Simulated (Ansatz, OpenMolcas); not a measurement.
## A ladder of methods for BH2 (boron dihydride)

BH2: 3 atoms, total charge 0, spin state doublet. As SMILES, `[BH2]`. Geometry: relaxed at GFN2-xTB.

```csv
atom,x (Å),y (Å),z (Å)
B,0.2628,-0.1662,0.1286
H,0.2800,0.9853,0.2610
H,-0.5429,-0.8191,-0.3896
```

Quantity: the vertical ionisation energy (to the singlet cation), in eV. The values are calculated.

```csv
level,kind,program,value (eV)
UPBE/3-21G,GGA,Ansatz,9.26
UB3LYP/3-21G,global hybrid,Ansatz,9.26
UBHLYP/3-21G,global hybrid,Ansatz,?
UM06-2X/3-21G,hybrid meta-GGA,OpenMolcas,?
UPBE0/3-21G,global hybrid,Ansatz,9.28
U-wB97M-V/3-21G,range-separated hybrid,Ansatz,8.94
UB2PLYP/3-21G,double hybrid,Ansatz,9.01
ROCCSD(T)/3-21G,coupled cluster or CI,OpenMolcas,8.72
FCI/3-21G,exact in the basis,Ansatz,8.72
```

(1) Estimate what the levels marked ? give.

Results:

(1) As computed at these levels: UBHLYP/3-21G: 9.13 eV; UM06-2X/3-21G: 9.05 eV. The values span 8.72 to 9.28 eV. All rows use very small basis sets, so even the best lies far from the true value.
